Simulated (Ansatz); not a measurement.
hcp Re, treated with RPBE (Ansatz, a program for electronic structure, plane waves, PAW).

Numerical settings: plane-wave cutoff 520 eV, 24×24×12 k mesh (along the axes of the cell as run), Fermi–Dirac smearing 0.05 eV, no spin polarisation, scalar-relativistic PAW data made under PBE.

Shape and atoms are relaxed at each volume.

Pressure at four volumes; x = ln(V/15.108 Å³). One pressure is withheld.

| V (Å³/atom) | x | P (GPa) |
|---|---|---|
| 14.503 | -0.0409 | 15.78 |
| 15.108 | 0.0000 | 0.01 |
| 15.410 | 0.0198 | -6.67 |
| 15.712 | 0.0392 | ? |

Task: Pass a parabola P(x) through the three rows shown, estimate the bulk modulus and its pressure derivative near zero pressure, and predict the withheld pressure.

Result: Slopes between the rows: (0.01 − (15.78))/(0.0000 − (-0.0409)) = -385.57 and (-6.67 − (0.01))/(0.0198 − (0.0000)) = -337.37 GPa. Their difference over the span 0.0607 is c = 48.20/0.0607 = 794.1 GPa, so P(x) = 15.78 + (-385.57)(x − (-0.0409)) + 794.1 (x − (-0.0409))(x − (0.0000)). At the middle row B = −dP/dx = −[-385.57 + 794.1 × 0.0409] = 353.1 GPa, and B′ = dB/dP = 2c/B = 4.5. At x = 0.0392 the parabola gives -12.61 GPa; the run gives -12.65 GPa. The Birch–Murnaghan fit to the energies at all volumes has B0 = 353 GPa and B′ = 4.5.

Measured, for comparison: bulk modulus 369 GPa (zero-point energy and finite temperature contributions removed, our sources range from 369 to 381; as tabulated in doi:10.1021/acs.jctc.3c00612). Computed (rounded) less measured: bulk modulus -4 % (-4 % to -7 % over the range).

Note: the bulk modulus comes from volumes at which shape and atoms were relaxed.

Spin–orbit coupling is not included.
